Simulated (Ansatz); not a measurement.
## C2H5N, singlet: CASSCF and its corrections

Computed with Ansatz's Gaussian-basis code (development build). Basis cc-pVDZ, nonrelativistic, no frozen core. State-specific CASSCF; RHF is the lowest restricted (open-shell) Hartree–Fock solution met. Solutions may break the symmetry of the shape. No proof that the lowest CASSCF solution was found.

Geometry:

| atom | x (Å) | y (Å) | z (Å) |
| --- | --- | --- | --- |
| C | -0.0117 | -0.2385 | 1.2245 |
| C | 0.0405 | 0.4564 | 0.0800 |
| N | 0.0096 | -0.0824 | -1.2118 |
| H | -0.0134 | -1.3241 | 1.2374 |
| H | -0.0784 | 0.2733 | 2.1753 |
| H | 0.0312 | 1.5439 | 0.0959 |
| H | -0.9031 | -0.4423 | -1.4731 |
| H | 0.7239 | -0.7817 | -1.3798 |

(1) What do CASSCF and its corrections give against RHF in CAS(4,3), and what are the occupations?

Answers

(1) CASSCF -0.789 eV, SC-NEVPT2 -12.270 eV; occupations 2.00, 1.91, 0.09.
